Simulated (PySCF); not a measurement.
aluminum trihydride, AlH3, SMILES [AlH3], point group D3h.

Level: B3LYP/pcSseg-2 in PySCF (density fitting, grid level 2); geometry and Hessian at that level, cubic constants and property derivatives from steps of ±0.6 along each species' dimensionless normal coordinates, second-order vibrational perturbation theory. The parent has the commonest isotopes.

Equilibrium geometry (Å):

```json
{"atom": "Al1", "x": "0.0102", "y": "0.0048", "z": "-0.1740"}
{"atom": "H2", "x": "-1.3375", "y": "-0.8087", "z": "-0.2892"}
{"atom": "H3", "x": "0.0180", "y": "1.4260", "z": "0.5125"}
{"atom": "H4", "x": "1.3502", "y": "-0.6031", "z": "-0.7454"}
```

An isotope shift is δ(isotopologue) − δ(parent), that is, the negative of the change in the averaged GIAO shielding; n counts bonds from the nearest label (0: the labelled atom itself). These are computed values; those of heavy atoms are rounded to 5 ppb, about the numerical noise.

What isotope shifts arise with ²H at 2?


| nucleus | n | 0 K (ppb) | 350 K (ppb) |
| --- | --- | --- | --- |
| H2 | 0 | -52 | -46 |
| H3 | 2 | -12 | -11 |
| H4 | 2 | -12 | -11 |

What isotope shifts arise with ²H at 2, ²H at 3, ²H at 4?


```tsv
nucleus	n	0 K (ppb)	350 K (ppb)
H2	0	-78	-68
H3	0	-78	-68
H4	0	-78	-68
```

What isotope shifts arise with ²H at 2, ²H at 3?


```
nucleus  n  0 K (ppb)  350 K (ppb)
     H2  0        -65          -57
     H3  0        -65          -57
     H4  2        -23          -21
```
